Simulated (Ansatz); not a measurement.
Relaxation of CH4NSi (7 atoms, charge 1, multiplicity 1), to a largest force component of 0.02 eV/Å in at most 50 steps.

Theory: RKS PBE-D4/def2-SVP (Ansatz).

```xyz
7
Properties=species:S:1:pos:R:3:forces:R:3
C -0.743 -1.635 0.185 -4.30 -8.84 4.36
N -0.275 -0.606 0.051 3.39 8.16 1.80
Si 0.489 1.079 -0.125 0.37 0.61 0.24
H -0.442 -1.149 -0.820 0.29 -0.60 -6.30
H -0.058 1.415 -1.432 -0.19 0.25 -0.57
H -0.118 1.680 1.055 -0.21 0.40 0.48
H 1.884 0.667 -0.049 0.66 0.02 -0.02
```

Where does it end, and by what steps?

The forces met the threshold. Limits of this set-up: the dipole of an ion depends on the origin. After 13 steps the energy has fallen by 1.611 eV; C1 moved furthest, 0.83 Å. The start is strongly strained (largest force component 9 eV/Å), so its close contacts needn't be bonds. Parted: C1–H4.

```csv
step,energy less start (eV),largest force component (eV/Å),accepted
0,0.0000,8.840,yes
1,-0.8096,2.962,yes
2,-1.0256,0.896,yes
3,-1.0907,1.229,yes
4,-1.2255,0.939,yes
5,-1.3416,2.124,yes
6,-1.5276,0.621,yes
7,-1.5660,0.737,yes
8,-1.5728,1.118,yes
9,-1.5934,1.006,yes
10,-1.6020,0.388,yes
11,-1.6091,0.135,yes
12,-1.6103,0.055,yes
13,-1.6106,0.007,yes
```

```xyz
7
Properties=species:S:1:pos:R:3
C -0.965 -1.034 0.707
N -0.295 -0.854 -0.307
Si 0.451 1.028 -0.113
H -0.067 -1.422 -1.148
H -0.160 1.616 -1.337
H -0.127 1.439 1.197
H 1.899 0.678 -0.134
```

Time of the run: 25 s on 1 thread of Arm Neoverse V1 (shared host), peak memory 0.13 GiB.
